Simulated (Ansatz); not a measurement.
fcc Sr was calculated with HSE06-D3(BJ) (PAW; Ansatz, a program for electronic structure).

Input file:

Ansatz 0.2 input:
```yaml
crystal:
  lattice:
    - [0.0, 2.980035863, 2.980035863]
    - [2.980035863, 0.0, 2.980035863]
    - [2.980035863, 2.980035863, 0.0]
  atoms:
    - { symbol: Sr, position: [0.0, 0.0, 0.0] }
basis:
  ecutwfc: 460
  ecutrho_ratio: 4
  xc_grid: 2
kpoints:
  mp_grid: { grid: [10, 10, 10] }
hamiltonian:
  xc: hse06
  dispersion: d3bj
  pseudopotentials: { kind: paw }
scf:
  occupations: { method: fermi_dirac, width: 0.05 }
  convergence: { dr2_threshold: 0.0000000001 }
output:
  forces: false
  stress: true
  eigenvalues: true
```

From the output:

```
WARN output.stress: scf.exx.energy_threshold = 1e-6 eV is looser than the 1e-8 eV advised for a stress under a hybrid functional (1e-8 eV for each atom of the …
Crystal: 1 atoms, lattice volume = 52.929 Å³
Basis set: ecut = 460 eV, 1243 PW (Γ), exchange–correlation on 60×60×60 points (8 copies of the dense FFT grid, shifted against one another)
Bands: 9, of which v1, the nominal top of the filled ones, is band 5 counted from 1 (4 counted from 0)
Symmetry: 48 space group operations
Space group: Fm-3m (ITA 225), of the structure as read, at distance tolerance 3.8e-5 Å
k-points: 47 of 1000
SCF iter   1: F=—  HF=-3544.556550 eV  |F-HF|=—  |Δ(HF+E_count)|=         —  Δρ=1.43e-3  dr2=1.43e-3
SCF iter   2: F=—  HF=-3544.556683 eV  |F-HF|=—  |Δ(HF+E_count)|=   1.33e-4  Δρ=9.10e-4  dr2=6.74e-4
  ...
SCF 1 converged in 7 iterations: F = -3544.556608 eV  dr2 = 3.56e-11
Crystal: 1 atoms, lattice volume = 52.929 Å³
Initial density: handed on by an earlier stage of this run
Crystal: 1 atoms, lattice volume = 52.929 Å³
SCF iter   4: F=—  HF=-3547.098362 eV  |F-HF|=—  |Δ(HF+E_count)|=   3.21e-8  Δρ=2.44e-6  dr2=7.05e-9
SCF iter   5: F=-3547.098362 eV  HF=-3547.098362 eV  |F-HF|=7.73e-12  |Δ(HF+E_count)|=  9.41e-10  Δρ=1.96e-7  dr2=1.92e-11
SCF 3 converged in 5 iterations: F = -3547.098362 eV  dr2 = 1.92e-11
Free energy (F): -3547.098362 eV
Internal energy: -3547.088006 eV  (E = F + TS)
E sigma→0 (E₀):  -3547.093184 eV
Fermi energy:    5.406534 eV
--- Stress (GPa, compression-positive) ---
       -0.000057      -0.000000      -0.000000
        0.000000      -0.000057      -0.000000
       -0.000000      -0.000000      -0.000057
  P = ⅓ Tr σ = -0.0001 GPa (-0.001 kbar)
```

The PAW data were made under PBE.

Note: the run warned that the count of filled bands differs between k points.
